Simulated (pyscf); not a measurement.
## Multi-bond step: GaH₃ (SMILES [GaH3]) + H₂O (SMILES O) → HO–GaH₂ (SMILES [OH][GaH2]) + H₂ (SMILES [H][H])

Gas phase, singlet surface, charge 0. Bonds broken: Ga1–H6, H2–O5, O5–H7. Bonds formed: Ga1–O5, H2–H7, O5–H6. PySCF, gas phase, ωB97X-D3(BJ)/def2-SVP geometries.

Transition state (Å):

```xyz
7

Ga    -0.6038     0.6407     0.6086
H      0.1438    -1.6498    -1.1049
H      0.8202     1.2411     0.8449
H     -1.8552     1.4424     0.1232
O     -0.5695    -1.2251    -0.0415
H     -0.9261    -0.8247     1.3970
H     -0.7203    -1.5871    -1.3259
```

One imaginary mode, 1898i cm⁻¹; descent along it reached the two sides named, in the forms told below.

```
bond    change  reactant side (Å)  saddle  product side
------  ------  -----------------  ------  ------------
Ga1–H6  breaks              1.570   1.695         2.368
H2–O5   breaks              0.967   1.349           3.5
O5–H7   breaks              0.967   1.343           3.3
Ga1–O5   forms              2.183   1.976         1.790
H2–H7    forms              1.545   0.894         0.762
O5–H6    forms                2.9   1.535         0.963
```

Electronic energies relative to the separated reactants (kJ/mol):

```json
[
 {"level": "ωB97X-D3(BJ)/def2-TZVP", "barrier": "396.0", "reaction energy": "-56.5", "reverse barrier": "452.5"},
 {"level": "PBE/def2-TZVP", "barrier": "320.4", "reaction energy": "-57.2", "reverse barrier": "377.6"},
 {"level": "r²SCAN/def2-TZVP", "barrier": "342.2", "reaction energy": "-62.9", "reverse barrier": "405.1"},
 {"level": "B3LYP-D3(BJ)/def2-TZVP", "barrier": "363.1", "reaction energy": "-57.5", "reverse barrier": "420.6"},
 {"level": "PBE0-D3(BJ)/def2-TZVP", "barrier": "368.7", "reaction energy": "-50.4", "reverse barrier": "419.1"},
 {"level": "M06-2X/def2-TZVP", "barrier": "383.2", "reaction energy": "-71.6", "reverse barrier": "454.9"},
 {"level": "ωB97M-D3(BJ)/def2-TZVP", "barrier": "390.3", "reaction energy": "-50.9", "reverse barrier": "441.3"},
 {"level": "HF/def2-TZVP", "barrier": "501.3", "reaction energy": "-40.9", "reverse barrier": "542.2"}
]
```

With ωB97M-D3(BJ)/def2-TZVP energies and thermal terms (ideal gas, 1 atm, RRHO with modes under 100 cm⁻¹ raised to 100, one conformer, R ln 2 for chiral ones without a mode under 150 cm⁻¹), in kJ/mol:

| T (K) | ΔH‡ | ΔG‡ | ΔH | ΔG |
|---|---|---|---|---|
| 298 | 368.4 | 405.0 | -59.5 | -55.4 |
| 600 | 370.8 | 441.5 | -55.5 | -52.7 |
| 900 | 375.3 | 475.9 | -52.0 | -52.1 |
| 1200 | 380.3 | 508.7 | -49.3 | -52.6 |

On the reactant side the descent ends in an adduct with a Ga–O contact, 66.4 kJ/mol under the separated species and 462.3 kJ/mol under the saddle at ωB97X-D3(BJ)/def2-TZVP. What is counted as formed (Ga–O) is already present as a longer contact in the reactant adduct; forming that adduct is a step of its own. This saddle turned up in a search for another step; its sides and bond changes are read from the two ends of the descent. The same reactants have a lower exit, to GaH₂• + H• + H₂O (no saddle counted: cutting one bond costs +352.7 kJ/mol at ωB97M-D3(BJ)/def2-TZVP, against +390.3 kJ/mol here). Another saddle between the same species, by other bonds, lies lower (41.6 kJ/mol against 390.3 kJ/mol at ωB97M-D3(BJ)/def2-TZVP). Elements up to Kr have no core potential and no relativistic terms here.
